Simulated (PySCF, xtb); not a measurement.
Breaking a bond: OH, doublet.

Computed with: UHF/3-21G = unrestricted Hartree-Fock/3-21G run with PySCF 2.14.0; GFN1-xTB (xtb); UCCSD(T) = PySCF with CCSD(T) on UHF/cc-pVQZ, 1 core orbital frozen.

Energies are in kJ/mol, each relative to the lowest point of its own curve near equilibrium.

```tsv
R / Å	UHF/3-21G	GFN1-xTB	UCCSD(T)
0.73	276.3	245.3	251.9
0.79	[?]	114.8	119.7
0.82	[?]	73.1	76.7
0.88	[?]	22.4	23.6
0.92	11.0	6.3	6.5
0.94	5.1	2.2	2.2
0.97	0.5	0.0	0.0
0.99	0.0	0.8	0.9
1.03	3.8	6.8	7.5
1.08	15.8	20.8	22.5
1.14	37.6	44.6	47.3
1.21	69.0	79.0	81.7
1.31	115.1	135.2	135.5
1.44	157.3	211.7	205.6
1.61	185.3	307.7	286.4
1.73	195.0	369.3	333.3
1.95	[?]	465.3	393.7
2.13	206.3	[?]	419.0
2.36	208.2	588.0	432.6
2.61	209.2	635.2	437.8
2.93	210.1	[?]	440.0
3.39	210.7	—	441.0
3.85	211.0	—	441.2
```

**Question.** Fill in the missing entries.

**Answer.** 
- 0.79, UHF/3-21G: 136.8
- 0.82, UHF/3-21G: 90.5
- 0.88, UHF/3-21G: 31.5
- 1.95, UHF/3-21G: 203.4
- 2.13, GFN1-xTB: 527.4
- 2.93, GFN1-xTB: 675.0

A dash means that the run gave no value there, or that the column was ended at a point which the program doubted or which failed a test of continuity chosen for this set; such a test can also cut sound points.

The unrestricted determinant behind UHF/3-21G, UCCSD(T) is spin-contaminated at 1.31 to 3.85 Å (<S²> up to 1.8, against 0.75 for a pure doublet).
